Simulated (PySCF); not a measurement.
Beryllium: a sound run and one with changed settings

Sound run: Be [He] 2s2, Be⁺ [He] 2s1. All numbers are calculated (PySCF 2.14, the non-relativistic Hamiltonian (point nucleus), in def2-TZVP). In the sound run the correlated levels freeze 1s2. The sound run starts from symmetry-adapted Hartree-Fock orbitals and uses a fine grid where one is needed.

Changed run: initial guess 1e, at most 50 SCF cycles.

```csv
species,method,sound run (hartree),changed run (hartree),converged
Be,UHF,-14.57258,-14.57258,yes
Be,PBE0,-14.63549,-14.63549,yes
Be,CCSD(T),-14.61767,-14.61767,yes
Be⁺,MN15,-14.32974,-14.32974,yes
```

Here the plain start reaches the same solutions.
